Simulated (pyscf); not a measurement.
Structures and frequencies: ωB97X-D3(BJ)/def2-SVP in PySCF.

Q: For the elementary gas-phase step CH₄ (SMILES C) + H₃Si–O–InH₂ (SMILES [SiH3][O][InH2]) → H₃C–InH₂ (SMILES [CH3][InH2]) + HO–SiH₃ (SMILES O[SiH3]) (singlet surface; C–H, In–O broken, C–In, H–O formed), what barrier and reaction energy does ωB97M-D3(BJ)/def2-TZVP give, measured from the separated reactants?

A: ΔE‡ = 1.35 eV, ΔE = +0.92 eV. Zero-point energy shifts the barrier by -0.06 eV. It is a four-centre exchange, with an imaginary mode of 1410i cm⁻¹. On the reactant side the descent ends in a complex (not fully relaxed), 0.18 eV under the separated species and 1.47 eV under the saddle at ωB97X-D3(BJ)/def2-TZVP. On the product side the descent ends in an adduct with a In–O contact, 0.58 eV under the separated species and 0.90 eV under the saddle at ωB97X-D3(BJ)/def2-TZVP. What is counted as broken (In–O) persists as a longer contact in the product adduct; parting that adduct is a step of its own. One saddle was located; it need not be the lowest between these sides. Elements past Kr carry the def2 core potentials, without spin-orbit coupling.
